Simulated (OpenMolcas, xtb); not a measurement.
**A ladder of methods for CH4Si (SMILES C[SiH])**

CH4Si has 6 atoms, charge 0, and is taken as a singlet. SMILES: `C[SiH]`. Geometry: relaxed at PBE0-D4/def2-TZVP.

Each level gives the dipole moment (D). The values are calculated.

| level | kind | program | value (D) | CPU time |
| --- | --- | --- | --- | --- |
| GFN0-xTB | semi-empirical | xtb | 0.93 | under 2 s |
| HF/def2-TZVP | Hartree–Fock | OpenMolcas | 1.11 | 12 s |
| SVWN5/def2-TZVP | LDA | OpenMolcas | 1.21 | 28 s |
| revPBE/def2-TZVP | GGA | OpenMolcas | 1.20 | 42 s |
| M06-L/def2-TZVP | meta-GGA | OpenMolcas | 1.13 | 48 s |
| r2SCAN/def2-TZVP | meta-GGA | OpenMolcas | 1.24 | 45 s |
| M06-2X/def2-TZVP | hybrid meta-GGA | OpenMolcas | 0.97 | 42 s |

The values span 0.93 to 1.24 D. Magnitudes only: a small dipole may point the other way at some levels. Times are those of the runs behind each value, whatever else they computed, on shared processors of several kinds: orders of magnitude only.
